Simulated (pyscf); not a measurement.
Thermochemistry of product channels of `[O]=[W]([F])([F])([F])[F]` + `[H][H]` on the singlet surface, in kJ/mol, from ωB97M-D3(BJ)/def2-TZVP energies (ideal gas, 1 atm, RRHO with modes under 100 cm⁻¹ raised to 100, one conformer, R ln 2 for chiral ones without a mode under 150 cm⁻¹). Structures and frequencies: ωB97X-D3(BJ)/def2-SVP in PySCF.

| products | ΔE | ΔH(298 K) | ΔG(900 K) | ΔG(1200 K) |
|---|---|---|---|---|
| `[OH][W]([F])([F])[F]` [singlet] + `[FH]` | +178.0 | +194.7 | +151.2 | +138.0 |
| `[OH][WH]([F])([F])([F])[F]` | +94.0 | +111.1 | +204.0 | +234.8 |

These are energies of the channels, which say nothing of barriers. Elements past Kr carry the def2 core potentials, without spin-orbit coupling.
